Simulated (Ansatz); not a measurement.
C3H4O2 can be A, `OC#CCO`, or B, `C1=COCO1`.

Isolated molecules relaxed with PBE0-D4/def2-TZVP in Ansatz; ΔE leaves out vibrations. CCSD(T)/CBS is the MP2 limit (def2-TZVPP, def2-QZVPP) plus CCSD(T) − MP2 in def2-TZVPP, frozen cores. DFT in def2-TZVPP. B3LYP here is the variant with VWN-RPA as its local correlation; programs differ in this. Each species was taken in one conformer, which may not be the lowest.

**Question.** Which is lower in electronic energy at CCSD(T)/CBS, and by how much? (An estimate is asked.)

**Answer.** Ansatz gave: B, by 96.8 kJ/mol.

**Question.** Give E(B) − E(A) in kJ/mol with HF/def2-TZVPP, CCSD/def2-TZVPP, B2PLYP, CCSD(T)/def2-TZVPP, MP2/def2-TZVPP, B3LYP-D4, LDA (SPW92). (An estimate is asked.)

**Answer.** The calculation gave: HF/def2-TZVPP -90.8, CCSD/def2-TZVPP -97.2, B2PLYP -90.8, CCSD(T)/def2-TZVPP -100.1, MP2/def2-TZVPP -89.2, B3LYP-D4 -94.4, LDA (SPW92) -123.3. None reverses the order clearly.

**Question.** Does the order hold for the free energy at 298.15 K (harmonic terms from PBE0-D4)? (Estimate.)

**Answer.** Computed: Yes: G(B) − G(A) = -84.2 kJ/mol, for one conformer each.

Largest T1 diagnostic: 0.014.

The D4 term adds −4.6 kJ/mol with B3LYP and −2.1 kJ/mol with PBE0; it sums over pairs of atoms, weighted by their polarisabilities, and B3LYP, whose exchange is more repulsive, gets the larger term. From BLYP to BHLYP (50 % exact exchange), in def2-TZVPP and without D4, E(B) − E(A) moves by −14.0 kJ/mol.
